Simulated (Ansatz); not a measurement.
fcc Pt, treated with rVV10 in Ansatz (PAW).

Numerical settings: plane-wave cutoff 500 eV, 32×32×32 k mesh, Fermi–Dirac smearing 0.1 eV, scalar-relativistic PAW data made under PBE.

Computed at the level's own relaxed cell.

Task: Estimate the volume per atom and lattice parameter a that the calculation returns.

Result: 
- volume per atom: 16.17 Å³/atom
- lattice parameter a: 4.014 Å

Measured, for comparison: equilibrium volume per atom 14.98 Å³/atom, lattice constant a 3.913 Å (static lattice: zero-point anharmonic expansion removed; as tabulated in Mejia-Rodriguez and Trickey (2018), arXiv:1807.09216). Computed (rounded) less measured: equilibrium volume per atom +7.9 %, lattice constant a +2.6 %.

Spin–orbit coupling is not included.

The computed numbers hold no vibrational or temperature effects.

The result took around 80 core-seconds (rough).

Ansatz is a first-principles code.
